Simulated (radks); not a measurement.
# P⁴⁺ in [He] 2s1.75 2p6 3s1 4s0.25: an all-electron calculation

One table from this session's results is given with a row withheld; the runs are named, their logs left out.

Method: scalar-relativistic Kohn-Sham, PBEsol, spin-unpolarised, spherical densities, finite nucleus. Code: radks (a radial shooting solver on a logarithmic mesh, Libxc functionals) version 1.

### The system

```
element            : phosphorus (Z = 15)
charge             : +4
electrons          : 11
configuration      : [He] 2s1.75 2p6 3s1 4s0.25
nuclear rms radius : 3.1889 fm
```

Set-up of the first run:

Settings of this run:

```text
Z 15
configuration [He] 2s1.75 2p6 3s1 4s0.25 3p0 3d0
relativity scalar-relativistic
functional pbe_sol,pbe_sol
spin unpolarised
nucleus finite rms 3.1889 fm
c 137.035999084
```

One of the session's tables, all rows but one given; the rest of the session is left out.

It belongs to the step «Radial structure». From the orbitals of this run (lengths in bohr):

| level | <r> | outermost maximum (interpolated) | 90 % within | nodes |
| --- | --- | --- | --- | --- |
| 1s | ? | ? | ? | ? |
| 2s | 0.5148 | 0.417 | 0.807 | 1 |
| 2p | 0.4770 | 0.351 | 0.795 | 0 |
| 3s | 1.570 | 1.41 | 2.31 | 2 |
| 3p | 1.687 | 1.50 | 2.52 | 1 |
| 3d | 1.876 | 1.57 | 2.91 | 0 |
| 4s | 3.343 | 3.25 | 4.74 | 3 |

Q: Estimate the row for 1s from the others.

As computed: <r>: 0.1037; outermost maximum (interpolated): 0.0677; 90 % within: 0.185; nodes: 0. In the column «<r>» it is the lowest.
